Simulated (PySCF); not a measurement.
**Bond length, frequency and bond energy of CS⁺ by level of theory**

State: ²Σ⁺ (doublet), unpaired electrons σ ↑. Set-up: C aug-pcseg-1, S aug-pcseg-1; no relativity (PySCF 2.14). De refers to C + S⁺ in their high-spin ground configurations, without counterpoise correction. The functionals are run spin-unrestricted. A positive dipole points towards S; it is taken about the centre of mass and depends on that origin.

| Level | Re (Å) | ωe (cm⁻¹) | De (eV) | μ (D) |
| --- | --- | --- | --- | --- |
| ROHF | 1.459 | 1615 | 2.74 | -0.95 |
| ROHF-MP2 | 1.516 | 1352 | 5.71 | n/a |
| ROHF-SCS-MP2 | 1.513 | 1364 | 5.52 | n/a |
| ROHF-CCSD | 1.502 | 1432 | 5.08 | n/a |
| ROHF-CCSD(T) | 1.515 | 1364 | 5.44 | n/a |
| LDA | 1.504 | 1399 | 7.61 | -0.53 |
| PBE | 1.511 | 1376 | 6.71 | -0.59 |
| r²SCAN | 1.498 | 1421 | 6.28 | -0.72 |
| M06-L | 1.493 | 1448 | 6.44 | -0.65 |
| PBE0 | 1.492 | 1447 | 6.13 | -0.68 |
| M06-2X | 1.485 | 1481 | 6.14 | -0.72 |
| ωB97X | 1.487 | 1470 | 5.98 | -0.70 |

Q: Which functional lies closest to ROHF-CCSD(T) in De, which farthest, and by how much do they differ from it?

A: Closest is ωB97X (-2.8 pm in Re, +7.8 % in ωe, +0.54 eV in De against ROHF-CCSD(T) in the same basis), farthest LDA (-1.1 pm in Re, +2.6 % in ωe, +2.17 eV in De). CCSD(T) converges more slowly with the basis than the functionals do and binds too weakly in this one, so the order can change at the basis-set limit.

Q: What does a quarter of exact exchange do here, going from PBE to PBE0?

A: PBE0 less PBE: -1.9 pm in Re, +5.2 % in ωe, -0.58 eV in De. Exact exchange removes part of the self-interaction that spreads semilocal densities, and in most molecules shortens and stiffens the bond and lowers De; so it does here.

Q: What does the step from GGA to meta-GGA do here, going from PBE to r²SCAN?

A: r²SCAN less PBE: -1.3 pm in Re, +3.3 % in ωe, -0.43 eV in De. 

Correlated steps freeze 6 core orbitals. Correlated levels converge slowly with the basis: in double zeta they bind strong bonds too weakly, by up to about 1 eV, and carry superposition errors of some tenths. For an ion De counts to the pair picked by the measured ionisation energies or electron affinities, which need not be the lowest pair at this level. UHF is strongly spin-contaminated for CS⁺, so the ROHF reference used there is far from stable. The state is the lowest determinant that a PBE0 search found; another state may lie lower at other levels.

The whole job (state search and all levels along the bond) took about 1.9 min on 1 thread of AMD EPYC 7R43 64-Core (shared host), peak memory 0.62 GiB.
